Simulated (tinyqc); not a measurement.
UHF in the sto-3g basis, for H2O, spin multiplicity 3, step by step (part 2 of 2). This run ends on a higher stationary point, not on the lowest solution. Computed by tinyqc, a small Python program that keeps every step (integrals from PySCF). Command: `OMP_NUM_THREADS=1 python tinyqc.py 20172 20173 out.jsonl` (the two numbers bound the seeds that draw the settings). One thread of a shared host (Intel(R) Xeon(R) Processor @ 2.60GHz), about 0.2 s of CPU time with the checks.

Geometry (angstrom):
```
atom         x          y         z
O     0.000000   0.000000  0.000000
H     0.000000   0.783000  0.472000
H     0.000000  -0.783000  0.472000
```

## Iteration 2: DIIS over 2 matrices

error matrix X^T (FDS - SDF) X (alpha):
```
           1         2          3         4          5         6         7
1   0.000000  0.000000   0.012840  0.000000   0.033913  0.000000  0.055784
2   0.000000  0.000000   0.000000  0.000000   0.000000  0.000000  0.000000
3  -0.012840  0.000000   0.000000  0.000000   0.009713  0.000000  0.021122
4   0.000000  0.000000   0.000000  0.000000   0.000000  0.000000  0.000000
5  -0.033913  0.000000  -0.009713  0.000000   0.000000  0.000000  0.013591
6   0.000000  0.000000   0.000000  0.000000   0.000000  0.000000  0.000000
7  -0.055784  0.000000  -0.021122  0.000000  -0.013591  0.000000  0.000000
```

B (overlaps of the stored error matrices):
```
               1              2
1  1.5623966e+00  2.9457101e-01
2  2.9457101e-01  6.5966508e-02
```

Minimise |sum c_i e_i|^2 with sum c_i = 1: solve [B -1; -1 0][c; lambda] = [0; -1] with B_ij = tr e_i^T e_j summed over both spins, and take F = sum c_i F_i.

DIIS coefficients: -0.219977  1.219977

extrapolated F(alpha) (hartree), lower triangle:
```
             1O 1s      1O 2s     1O 2px     1O 2py     1O 2pz      2H 1s      3H 1s
1O 1s   -20.336491
1O 2s    -5.212369  -2.626755
1O 2px    0.000000   0.000000  -0.590396
1O 2py    0.000000   0.000000   0.000000  -0.709603
1O 2pz   -0.025638  -0.106889   0.000000   0.000000  -0.463942
2H 1s    -1.330891  -1.148025   0.000000  -0.410729  -0.353314  -0.722823
3H 1s    -1.330891  -1.148025   0.000000   0.410729  -0.353314  -0.399987  -0.722823
```

extrapolated F(beta) (hartree), lower triangle:
```
             1O 1s      1O 2s    1O 2px     1O 2py     1O 2pz      2H 1s      3H 1s
1O 1s   -20.293851
1O 2s    -5.155665  -2.393666
1O 2px    0.000000   0.000000  0.307875
1O 2py    0.000000   0.000000  0.000000  -0.432751
1O 2pz   -0.028525  -0.142494  0.000000   0.000000  -0.453850
2H 1s    -1.317901  -1.071487  0.000000  -0.433844  -0.320792  -0.524908
3H 1s    -1.317901  -1.071487  0.000000   0.433844  -0.320792  -0.382594  -0.524908
```

## Iteration 2: diagonalisation and new density

X:
```
                1          2          3         4          5          6         7
1O 1s   -0.300172   0.000000   0.770377  0.000000  -0.603340   0.000000  0.155937
1O 2s    1.262229   0.000000  -0.254945  0.000000  -0.254120   0.000000  0.434410
1O 2px   0.000000   0.000000   0.000000  1.000000   0.000000   0.000000  0.000000
1O 2py   0.000000   1.012480   0.000000  0.000000   0.000000   0.664910  0.000000
1O 2pz   0.484529   0.000000   0.638312  0.000000   0.686398   0.000000  0.165368
2H 1s   -0.785361  -0.904759  -0.155192  0.000000   0.122827   0.372037  0.370303
3H 1s   -0.785361   0.904759  -0.155192  0.000000   0.122827  -0.372037  0.370303
```

Diagonalise F' = X^T F X, C = X C', fill 6 alpha and 4 beta electrons from the bottom; D(s) = C_occ C_occ^T. Each column has its largest component positive (the first on a tie).

F' = X^T F X (alpha) (hartree), lower triangle:
```
           1          2          3          4          5          6          7
1   0.150079
2   0.000000   0.249029
3   1.469755   0.000000  -9.831351
4   0.000000   0.000000   0.000000  -0.590396
5  -0.911412   0.000000   8.872880   0.000000  -8.946069
6   0.000000  -0.075625   0.000000   0.000000   0.000000  -0.809500
7   0.032749   0.000000  -4.112380   0.000000   4.036914   0.000000  -3.166322
```

orbital energies (alpha) (hartree): MO1 -20.346737, MO2 -1.416518, MO3 -0.814875, MO4 -0.590396, MO5 -0.560899, MO6 0.254405, MO7 0.530491

coefficients C (alpha):
```
              MO1        MO2        MO3       MO4        MO5        MO6        MO7
1O 1s    0.993589  -0.241026   0.000000  0.000000   0.089167   0.000000  -0.136589
1O 2s    0.029572   0.866914   0.000000  0.000000  -0.491541   0.000000   0.957852
1O 2px   0.000000   0.000000   0.000000  1.000000   0.000000   0.000000   0.000000
1O 2py   0.000000   0.000000   0.735026  0.000000   0.000000   0.962787   0.000000
1O 2pz   0.004264   0.106053   0.000000  0.000000   0.814090   0.000000   0.683149
2H 1s   -0.007140   0.132185   0.306950  0.000000   0.274643  -0.928861  -0.836741
3H 1s   -0.007140   0.132185  -0.306950  0.000000   0.274643   0.928861  -0.836741
```

F' = X^T F X (beta) (hartree), lower triangle:
```
           1          2          3         4          5          6          7
1   0.366830
2   0.000000   0.913077
3   1.423816   0.000000  -9.796922
4   0.000000   0.000000   0.000000  0.307875
5  -1.046078   0.000000   8.877893  0.000000  -8.874482
6   0.000000  -0.000378   0.000000  0.000000   0.000000  -0.660000
7   0.039381   0.000000  -4.153342  0.000000   4.007962   0.000000  -2.999342
```

orbital energies (beta) (hartree): MO1 -20.301728, MO2 -1.230833, MO3 -0.660000, MO4 -0.466046, MO5 0.307875, MO6 0.694690, MO7 0.913077

coefficients C (beta):
```
              MO1        MO2        MO3        MO4       MO5        MO6        MO7
1O 1s    0.994445  -0.230566   0.000000   0.088671  0.000000  -0.148237   0.000000
1O 2s    0.025679   0.822816   0.000000  -0.433918  0.000000   1.022515   0.000000
1O 2px   0.000000   0.000000   0.000000   0.000000  1.000000   0.000000   0.000000
1O 2py   0.000000   0.000000   0.665154   0.000000  0.000000   0.000000   1.012320
1O 2pz   0.004032   0.167152   0.000000   0.882163  0.000000   0.578388   0.000000
2H 1s   -0.006070   0.155930   0.371820   0.157339  0.000000  -0.862543  -0.904849
3H 1s   -0.006070   0.155930  -0.371820   0.157339  0.000000  -0.862543   0.904849
```

D(alpha) after iteration 2, lower triangle:
```
            1O 1s      1O 2s    1O 2px     1O 2py    1O 2pz      2H 1s     3H 1s
1O 1s    1.053262
1O 2s   -0.223396   0.994027
1O 2px   0.000000   0.000000  1.000000
1O 2py   0.000000   0.000000  0.000000   1.467222
1O 2pz   0.051265  -0.308093  0.000000   0.000000  0.674007
2H 1s   -0.014466  -0.020616  0.000000  -0.668680  0.237572   1.049954
3H 1s   -0.014466  -0.020616  0.000000   0.668680  0.237572  -0.864049  1.049954
```

D(beta) after iteration 2, lower triangle:
```
            1O 1s      1O 2s    1O 2px     1O 2py    1O 2pz      2H 1s     3H 1s
1O 1s    1.049945
1O 2s   -0.202653   0.865971
1O 2px   0.000000   0.000000  0.000000
1O 2py   0.000000   0.000000  0.000000   0.442430
1O 2pz   0.043693  -0.245148  0.000000   0.000000  0.806167
2H 1s   -0.028037   0.059873  0.000000   0.247317  0.164838   0.187356
3H 1s   -0.028037   0.059873  0.000000  -0.247317  0.164838  -0.089143  0.187356
```

## Iteration 9 (converged): orbitals

converged F(alpha) (hartree), lower triangle:
```
             1O 1s      1O 2s     1O 2px     1O 2py     1O 2pz      2H 1s      3H 1s
1O 1s   -20.350491
1O 2s    -5.215393  -2.644488
1O 2px    0.000000   0.000000  -0.606804
1O 2py    0.000000   0.000000   0.000000  -0.724815
1O 2pz   -0.024503  -0.108525   0.000000   0.000000  -0.475674
2H 1s    -1.332208  -1.139271   0.000000  -0.410009  -0.340773  -0.702048
3H 1s    -1.332208  -1.139271   0.000000   0.410009  -0.340773  -0.386384  -0.702048
```

converged F(beta) (hartree), lower triangle:
```
             1O 1s      1O 2s    1O 2px     1O 2py     1O 2pz      2H 1s      3H 1s
1O 1s   -20.303287
1O 2s    -5.156735  -2.385753
1O 2px    0.000000   0.000000  0.300104
1O 2py    0.000000   0.000000  0.000000  -0.393782
1O 2pz   -0.026909  -0.125676  0.000000   0.000000  -0.451164
2H 1s    -1.318146  -1.061147  0.000000  -0.418491  -0.309870  -0.527814
3H 1s    -1.318146  -1.061147  0.000000   0.418491  -0.309870  -0.377689  -0.527814
```

As before.

F' = X^T F X (alpha) (hartree), lower triangle:
```
           1          2          3          4          5          6          7
1   0.105136
2   0.000000   0.242539
3   1.466456   0.000000  -9.844054
4   0.000000   0.000000   0.000000  -0.606804
5  -0.925474   0.000000   8.871570   0.000000  -8.954570
6   0.000000  -0.091019   0.000000   0.000000   0.000000  -0.813527
7   0.005955   0.000000  -4.116543   0.000000   4.049195   0.000000  -3.153088
```

orbital energies (alpha) (hartree): MO1 -20.360710, MO2 -1.424653, MO3 -0.821314, MO4 -0.606804, MO5 -0.559794, MO6 0.250326, MO7 0.498582

coefficients C (alpha):
```
              MO1        MO2        MO3       MO4        MO5        MO6        MO7
1O 1s    0.993592  -0.244838   0.000000  0.000000   0.083347   0.000000  -0.133420
1O 2s    0.029539   0.891740   0.000000  0.000000  -0.463459   0.000000   0.949021
1O 2px   0.000000   0.000000   0.000000  1.000000   0.000000   0.000000   0.000000
1O 2py   0.000000   0.000000   0.748799  0.000000   0.000000   0.952115   0.000000
1O 2pz   0.004206   0.105335   0.000000  0.000000   0.825813   0.000000   0.669043
2H 1s   -0.007105   0.112708   0.293557  0.000000   0.264093  -0.933180  -0.842965
3H 1s   -0.007105   0.112708  -0.293557  0.000000   0.264093   0.933180  -0.842965
```

F' = X^T F X (beta) (hartree), lower triangle:
```
           1         2          3         4          5          6          7
1   0.344739
2   0.000000  0.883983
3   1.423184  0.000000  -9.806855
4   0.000000  0.000000   0.000000  0.300104
5  -1.040744  0.000000   8.877959  0.000000  -8.881150
6   0.000000  0.024209   0.000000  0.000000   0.000000  -0.629743
7   0.054042  0.000000  -4.150165  0.000000   4.018359   0.000000  -2.985830
```

orbital energies (beta) (hartree): MO1 -20.311093, MO2 -1.214662, MO3 -0.630130, MO4 -0.471540, MO5 0.300104, MO6 0.668199, MO7 0.884370

coefficients C (beta):
```
              MO1        MO2        MO3        MO4       MO5        MO6        MO7
1O 1s    0.994471  -0.231675   0.000000   0.085228  0.000000  -0.148355   0.000000
1O 2s    0.025560   0.828050   0.000000  -0.423394  0.000000   1.022704   0.000000
1O 2px   0.000000   0.000000   0.000000   0.000000  1.000000   0.000000   0.000000
1O 2py   0.000000   0.000000   0.648639   0.000000  0.000000   0.000000   1.022981
1O 2pz   0.003920   0.150101   0.000000   0.882624  0.000000   0.582347   0.000000
2H 1s   -0.006034   0.155091   0.386454   0.163610  0.000000  -0.861528  -0.898696
3H 1s   -0.006034   0.155091  -0.386454   0.163610  0.000000  -0.861528   0.898696
```

D(alpha) after iteration 9, lower triangle:
```
            1O 1s      1O 2s    1O 2px     1O 2py    1O 2pz      2H 1s     3H 1s
1O 1s    1.054118
1O 2s   -0.227610   1.010867
1O 2px   0.000000   0.000000  1.000000
1O 2py   0.000000   0.000000  0.000000   1.467222
1O 2pz   0.047218  -0.288674  0.000000   0.000000  0.693080
2H 1s   -0.012644  -0.022099  0.000000  -0.668680  0.229933   1.039500
3H 1s   -0.012644  -0.022099  0.000000   0.668680  0.229933  -0.874503  1.039500
```

D(beta) after iteration 9, lower triangle:
```
            1O 1s      1O 2s    1O 2px     1O 2py    1O 2pz      2H 1s     3H 1s
1O 1s    1.049910
1O 2s   -0.202505   0.865584
1O 2px   0.000000   0.000000  0.000000
1O 2py   0.000000   0.000000  0.000000   0.420733
1O 2pz   0.044348  -0.249307  0.000000   0.000000  0.801571
2H 1s   -0.027987   0.058998  0.000000   0.250669  0.167662   0.200205
3H 1s   -0.027987   0.058998  0.000000  -0.250669  0.167662  -0.098489  0.200205
```

## Convergence

Stop when the energy changes by less than 1e-09 hartree and every element of the error matrix X^T (F D S - S D F) X (for each spin) is below 9e-06.

Course of the cycle:
```
iteration   E (hartree)     change  largest element of the error matrix
1          -73.43014648          -                             4.94e-01
2          -74.34277585  -9.13e-01                             1.33e-01
3          -74.36830950  -2.55e-02                             2.05e-02
4          -74.36887802  -5.69e-04                             6.35e-03
5          -74.36897524  -9.72e-05                             1.45e-03
6          -74.36898887  -1.36e-05                             1.61e-04
7          -74.36898896  -8.35e-08                             1.97e-05
8          -74.36898896  -1.54e-09                             3.60e-06
9          -74.36898896  -4.52e-11                             1.15e-07
```

PySCF UHF in the same basis, after a stability check = -74.54107009 hartree

Converged in 9 iterations. But the solution lies 0.17208 hartree above the reference: it is another stationary point, not the lowest one. Reruns (cap 100 unless said): damping 0.5: converged in 35 to a higher stationary point; level shift 0.5: converged in 20 to a higher stationary point; atomic densities as start, DIIS 8: converged in 7.

## Populations, bond orders and dipole

overlap S, lower triangle:
```
           1O 1s     1O 2s    1O 2px     1O 2py    1O 2pz     2H 1s     3H 1s
1O 1s   1.000000
1O 2s   0.236704  1.000000
1O 2px  0.000000  0.000000  1.000000
1O 2py  0.000000  0.000000  0.000000   1.000000
1O 2pz  0.000000  0.000000  0.000000   0.000000  1.000000
2H 1s   0.059746  0.503388  0.000000   0.349362  0.210599  1.000000
3H 1s   0.059746  0.503388  0.000000  -0.349362  0.210599  0.233427  1.000000
```

Mulliken: Z minus the diagonal of D S on the atom; Loewdin: the same with S^(1/2) D S^(1/2); Mayer order: 2 sum_s sum (D(s) S)_ij (D(s) S)_ji over the two atoms.

Charges (e):
```
atom   Mulliken    Loewdin  Mulliken spin
1O    -0.067151   0.121494       1.379650
2H     0.033575  -0.060747       0.310175
3H     0.033575  -0.060747       0.310175
```

Mayer bond orders:
```
pair     order
2-1   0.629460
3-1   0.629460
3-2   0.273204
```

dipole moment about the origin, x y z (debye): 0.000000  0.000000  0.543017

<S^2> of the determinant (pure state: 2) = 2.012128
